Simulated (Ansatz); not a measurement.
Geometry optimisation, UKS BHLYP/cc-pVDZ (Ansatz 0.2.0).

Input file:

```yaml
crystal:
  periodic: [false, false, false]
  atoms:
    - { symbol: B, position_ang: [0.048004, -0.070927, -0.120684] }
    - { symbol: H, position_ang: [0.057025, -0.125528, 1.076359] }
    - { symbol: H, position_ang: [1.024502, 0.204204, -0.757217] }
    - { symbol: O, position_ang: [-1.075357, -0.315903, -0.815377] }
    - { symbol: H, position_ang: [-1.826092, -0.530294, -0.265458] }
    - { symbol: H, position_ang: [-0.149481, -0.008252, 2.925876] }
magnetization:
  spin_polarized: true
  initial_magnetization: 1
basis:
  gaussian: { orbitals: cc-pVDZ }
hamiltonian:
  xc: { name: BHLYP }
relax:
  f_tol: 0.03
  max_steps: 50
output:
  orbitals: {}
```

Command:

```bash
$ ansatz run input.yaml --threads 1 --pin off --max-ram 2048MiB --backend cpu --events-out ev --progress --plain --runs-dir out
```

**Question.** Where does it end, and by what steps?

**Answer.** The forces met the threshold. The force dipped under the threshold on the way, but the program's further checks kept it going. After 8 steps the energy has fallen by 0.045 eV; H6 moved furthest, 0.82 Å.

| step | energy less start (eV) | largest force component (eV/Å) | accepted |
| --- | --- | --- | --- |
| 0 | 0.0000 | 0.287 | yes |
| 1 | -0.0086 | 0.120 | yes |
| 2 | -0.0292 | 0.108 | yes |
| 3 | -0.0271 | 0.562 | no |
| 4 | -0.0360 | 0.042 | yes |
| 5 | -0.0401 | 0.028 | yes |
| 6 | -0.0437 | 0.029 | yes |
| 7 | -0.0450 | 0.016 | yes |
| 8 | -0.0454 | 0.020 | yes |

```xyz
6
Properties=species:S:1:pos:R:3
B 0.057 -0.070 -0.300
H 0.110 -0.091 0.901
H 1.011 0.179 -0.981
O -1.090 -0.328 -0.949
H -1.821 -0.531 -0.368
H -0.188 -0.005 3.741
```

Whether the end is a true minimum wasn't checked by a vibrational analysis.

Run time: 13 s on 1 thread of Arm Neoverse V2, on a shared host, peak memory 0.1 GiB.
